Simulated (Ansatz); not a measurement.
Relaxation of BH₅OS (8 atoms, charge 0, multiplicity 1), to a largest force component of 0.03 eV/Å in at most 50 steps.

All numbers below come from RKS PBE/def2-SVP in Ansatz.

```xyz
8
Properties=species:S:1:pos:R:3
B -0.057 -0.291 -0.103
H -0.018 -0.593 1.064
O 1.016 -0.448 -0.918
H 1.820 -0.763 -0.466
H -1.084 0.074 -0.641
S -0.071 2.478 1.272
H 1.160 2.496 1.853
H -0.264 1.160 1.652
```

Problem. Where does it end, and by what steps?

Solution. The run converged. The force dipped under the threshold on the way, but the program's further checks kept it going. After 45 steps the energy has fallen by 0.111 eV; H8 moved furthest, 1.72 Å.

| step | energy less start (eV) | largest force component (eV/Å) | accepted |
| --- | --- | --- | --- |
| 0 | 0.0000 | 0.572 | yes |
| 2 | -0.0472 | 0.289 | yes |
| 4 | -0.0598 | 0.335 | yes |
| 6 | -0.0711 | 0.089 | yes |
| 8 | -0.0490 | 0.931 | no |
| 10 | -0.0779 | 0.157 | yes |
| 12 | -0.0810 | 0.043 | yes |
| 14 | -0.0830 | 0.065 | yes |
| 16 | -0.0746 | 0.600 | no |
| 18 | -0.0811 | 0.278 | no |
| 20 | -0.0876 | 0.056 | yes |
| 22 | -0.0890 | 0.113 | yes |
| 24 | -0.0892 | 0.249 | no |
| 26 | -0.0933 | 0.144 | yes |
| 28 | -0.0961 | 0.131 | yes |
| 30 | -0.0992 | 0.135 | yes |
| 32 | -0.1026 | 0.079 | yes |
| 34 | -0.1056 | 0.090 | yes |
| 36 | -0.1056 | 0.259 | no |
| 38 | -0.1092 | 0.090 | yes |
| 40 | -0.1102 | 0.090 | yes |
| 42 | -0.1109 | 0.058 | yes |
| 44 | -0.1107 | 0.042 | no |
| 45 | -0.1111 | 0.005 | yes |

```xyz
8
Properties=species:S:1:pos:R:3
B 0.218 -0.458 0.162
H 0.975 -0.907 1.010
O 0.612 -0.301 -1.133
H 1.557 -0.504 -1.255
H -0.965 -0.264 0.383
S 0.653 2.265 1.411
H -0.070 1.682 2.406
H -0.478 2.599 0.731
```

Whether the end is a true minimum wasn't checked by a vibrational analysis.

Run time: 75 s on 1 thread of Arm Neoverse V1 (shared host), peak memory 0.13 GiB.
